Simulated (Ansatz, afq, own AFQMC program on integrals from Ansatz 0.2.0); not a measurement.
## SiH₂O, singlet in cc-pVDZ, levels against CCSDT(Q)

```xyz
4

Si    0.0000    0.0000    0.4897
O     0.0000    0.0000   -1.0261
H     0.0000    1.2309    1.3214
H     0.0000   -1.2309    1.3214
```

Connectivity, by distances: SiH2–O.

Basis cc-pVDZ. Noble-gas cores (and the filled d shells of Ga–Kr and In–Xe) are frozen. AFQMC by an in-house program on the Cholesky factors that Ansatz 0.2.0 writes for its CCSD(T) run. The CISD trial takes its coefficients from CCSD amplitudes. Released means that phaseless walkers are propagated on without the constraint, phases kept. Free projection: walkers drawn from exp(T), propagated without any constraint. Its projection time is finite, and what remains of the start isn't in its error. Error bars are statistical, one sigma.

Determinant: RHF, the one that the program's search chose, which needn't be the lowest solution. The geometry is a PBE0/def2-TZVP stationary point of this or a neighbouring charge and spin state.

No full CI on the walks' own integrals is used here; CCSDT(Q) serves as the reference and is uncertain by about the last step of the cluster series.

Cautions: raised T1 diagnostic (T1 0.025, weight of the determinant 0.88, largest double 0.09).

```
T1 diagnostic                               : 0.0252
weight of the determinant in the CISD state : 0.878
size of the correlated space                : 12 electrons in 36 orbitals
```

Reference: CCSDT(Q), correlation energy -8.607 eV. The released energy is read at 2.40 1/Eh (meV from the phaseless value at times in 1/Eh: -3 ± 22 at 0.24, -13 ± 21 at 0.51, -30 ± 23 at 0.99, 16 ± 20 at 1.62, 34 ± 34 at 2.40).

```csv
level,E − E(reference) (kcal/mol),share of correlation (%)
HF,198.49,0.00
MP2,16.33,91.77
CCSD,7.41,96.27
CCSD(T),1.30,99.34
CCSDT,0.82,99.59
ph-AFQMC/HF,0.66 ± 2.27,99.67
ph-AFQMC/CISD,0.09 ± 0.45,99.96
released AFQMC,0.87 ± 0.78,99.56
free AFQMC,0.35 ± 0.75,99.83
```

Free projections are given only where their last times agree within the noise and don't stop above the reference; a slow remainder of the start can still hide under it. A walk keeps the symmetry of its determinant, which the program's search chose and which needn't be the lowest solution, so a lower state of the same spin and another symmetry isn't excluded. Released energies are given only where the last usable release times agree within the noise; a slower fall can still hide under it.
